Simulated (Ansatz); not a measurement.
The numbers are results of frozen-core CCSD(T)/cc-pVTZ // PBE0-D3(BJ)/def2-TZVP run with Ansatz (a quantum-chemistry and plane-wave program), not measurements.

Ansatz 0.2 input:
```yaml
crystal:
  periodic: [false, false, false]
  atoms:
    - { symbol: Cl, position_ang: [2.04198, -0.331988, -0.006084] }
    - { symbol: Al, position_ang: [-0.000009, 0.000005, 0.0] }
    - { symbol: Cl, position_ang: [-0.733485, 1.934417, 0.002051] }
    - { symbol: Cl, position_ang: [-1.308486, -1.602434, 0.004033] }
basis:
  gaussian: { orbitals: cc-pVTZ }
correlation:
  method: ccsd_t
```

Output:

```
Functional definition: HF
823 factors; integrals over basis functions are off by at most 1.1e-3 eV
mean field evaluation 1: about -44100.5378 eV, gradient 1.9e1 eV
mean field evaluation 2: about -44100.7768 eV, gradient 2.0e1 eV
mean field evaluation 4: about -44101.9869 eV, gradient 1.4e0 eV
mean field evaluation 8: about -44102.0161 eV, gradient 2.6e-5 eV
mean field evaluation 16: about -44100.5378 eV, gradient 1.9e1 eV
mean field -44102.01610031 eV, -1620.7191982664 hartree, gradient 7.4e-7 eV, S^2 0.000000; 0 other end points of the search recorded, 0 dependent functions left out
20 core orbitals not correlated
reference -44102.01610031 eV, -1620.7191982664 hartree; 12, 12 occupied and 104, 104 virtual orbitals, 823 factors
second order -16.97876224 eV of doubles, -0.00000000 eV of singles
cycle   1  -17.88497062 eV  change   -9.1e-1 eV  update   7.1e-2
cycle   2  -18.20766790 eV  change   -3.2e-1 eV  update   1.9e-2
cycle   3  -18.25861448 eV  change   -5.1e-2 eV  update   8.8e-3
cycle   4  -18.25213966 eV  change    6.5e-3 eV  update   2.2e-3
cycle   5  -18.25138893 eV  change    7.5e-4 eV  update   6.8e-4
cycle   6  -18.25131288 eV  change    7.6e-5 eV  update   1.9e-4
cycle   7  -18.25127932 eV  change    3.4e-5 eV  update   5.4e-5
cycle   8  -18.25129780 eV  change   -1.8e-5 eV  update   1.5e-5
perturbative correction -0.75549202 eV, -0.0277638196 hartree
Total energy: -44121.02289013 eV, -1621.4176849088 hartree
```

Cost: about 9 core-seconds (a rough figure).
